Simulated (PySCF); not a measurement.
First SCF of a structure search on doublet PO(OH)₂, at a hand-made T-shaped (ligand arrangement 1) (heavy-atom frame) geometry. PySCF input:

```python
from pyscf import gto, scf, dft
mol = gto.M(atom='''
P      0.000000     0.000000     0.000000
O      0.000000     0.000000     1.590000
O      1.738900     0.000000     0.060700
O     -1.738900     0.000000     0.060700
H      2.355600    -0.735400     0.082300
H     -2.355600     0.735400     0.082300''',
    basis={'P': 'def2-TZVP', 'O': 'def2-TZVP', 'H': 'def2-TZVP'},
    charge=0, spin=1)
mf = dft.UKS(mol, xc='PBE0')
mf.grids.atom_grid = (50, 194)
aux = {'P': 'def2-universal-JKFIT', 'O': 'def2-universal-JKFIT', 'H': 'def2-universal-JKFIT'}
mf = mf.density_fit(auxbasis=aux)
mf.conv_tol = 1e-08
mf.diis_space = 10
mf.max_cycle = 60
mf.init_guess = 'minao'
mf.verbose = 4
mf.kernel()
```

Excerpt of the output (cycles alone):

```
init E= -568.205314797514
cycle= 1 E= -567.498133957067  delta_E= 0.707  |g|= 0.941  |ddm|= 1.66
cycle= 2 E= -564.464712431975  delta_E= 3.03  |g|= 2.46  |ddm|= 2.26
cycle= 3 E= -567.662675342041  delta_E= -3.2  |g|= 0.705  |ddm|= 2.03
cycle= 4 E= -567.857798656816  delta_E= -0.195  |g|= 0.182  |ddm|= 0.498
cycle= 5 E= -567.869860371696  delta_E= -0.0121  |g|= 0.0582  |ddm|= 0.176
cycle= 6 E= -567.871509307081  delta_E= -0.00165  |g|= 0.0243  |ddm|= 0.0572
cycle= 7 E= -567.871940170338  delta_E= -0.000431  |g|= 0.00808  |ddm|= 0.0269
cycle= 8 E= -567.872083818597  delta_E= -0.000144  |g|= 0.00441  |ddm|= 0.0185
cycle= 9 E= -567.87216799944  delta_E= -8.42e-05  |g|= 0.00329  |ddm|= 0.0146
cycle= 10 E= -567.872240927325  delta_E= -7.29e-05  |g|= 0.00201  |ddm|= 0.0184
cycle= 11 E= -567.872279194969  delta_E= -3.83e-05  |g|= 0.000602  |ddm|= 0.0193
cycle= 12 E= -567.872282738455  delta_E= -3.54e-06  |g|= 0.000216  |ddm|= 0.00627
cycle= 13 E= -567.872283006954  delta_E= -2.68e-07  |g|= 7.44e-05  |ddm|= 0.00177
cycle= 14 E= -567.872283031149  delta_E= -2.42e-08  |g|= 4.63e-05  |ddm|= 0.000401
cycle= 15 E= -567.872283041267  delta_E= -1.01e-08  |g|= 2.15e-05  |ddm|= 0.000271
cycle= 16 E= -567.872283043873  delta_E= -2.61e-09  |g|= 1.3e-05  |ddm|= 0.000138
Extra cycle  E= -567.8722830442  delta_E= -3.27e-10  |g|= 1.83e-05  |ddm|= 3.56e-05
converged SCF energy = -567.8722830442  <S^2> = 0.79471645  2S+1 = 2.0442274
```

No lower solution of this spin was found by a stability analysis within the unrestricted form.

The search for the lowest solution, with the stability check, took 7.9 s on 4 threads of a shared Arm Neoverse V2 host, with 142 basis functions; the process peaked at 0.54 GiB.
